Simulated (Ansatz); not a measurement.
Input file:

```yaml
crystal:
  periodic: [false, false, false]
  atoms:
    - { symbol: B, position_ang: [0.0, 0.0, 0.0] }
    - { symbol: F, position_ang: [0.0, 0.0, 1.67] }
    - { symbol: H, position_ang: [1.0305, 0.0, -0.595] }
    - { symbol: H, position_ang: [-1.0305, 0.0, -0.595] }
    - { symbol: Cl, position_ang: [0.0903, -2.0478, 0.6811] }
    - { symbol: H, position_ang: [0.047, -1.0669, 1.6505] }
basis:
  gaussian: { orbitals: def2-SVP }
hamiltonian:
  xc: pbe0
relax:
  f_tol: 0.15
  max_steps: 25
  restrain:
    - { distance: [0, 4], at: 1.86, k: 30.0 }
    - { distance: [5, 1], at: 0.92, k: 30.0 }
    - { distance: [0, 1], at: 2.52, k: 30.0 }
    - { distance: [5, 4], at: 2.57, k: 30.0 }
```

Command:

```bash
$ ansatz run input.yaml --threads 1 --pin off --max-ram 2048MiB --backend cpu --events-out ev --progress --plain --runs-dir out
```

Hardware: 1 thread of Arm Neoverse V1, on a shared host.

Task: Roughly how long does this run take, and how much memory?

Result: 21 s, with a peak of 0.12 GiB, for 12 ionic steps.
